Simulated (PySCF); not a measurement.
Removal energies of Ne from EOM-IP-GCCSD

Reference: closed-shell Ne, [Ne]; one electron is removed. Calculated with PySCF 2.14, two-component X2C-1e with screened spin-orbit coupling, an uncontracted even-tempered set (20 s from 0.019 bohr⁻², ratio 2.6; 13 p from 0.025 bohr⁻², ratio 2.6; 3 d from 1.5 bohr⁻², ratio 2.8; 3 f from 2.3 bohr⁻², ratio 2.8); frozen 1s2; the 66 highest virtual spinors dropped; of the others 56 kept and the rest restored at second order. No Breit or QED terms. Binding energies in eV.

| level | Koopmans | second order | EOM-CCSD | NIST |
| --- | --- | --- | --- | --- |
| 2s1/2 | 52.670 | 47.085 | 48.572 | 48.475 |
| 2p1/2 | 23.209 | 19.815 | 21.177 | 21.661 |
| 2p3/2 | 23.082 | 19.718 | 21.069 | 21.565 |

The screened spin-orbit operator tends to give fine-structure splittings of light species too large.

Where second order misses EOM-CCSD by more than 1 eV, it overshoots the relaxation and correlation of that hole or particle, which higher orders damp.
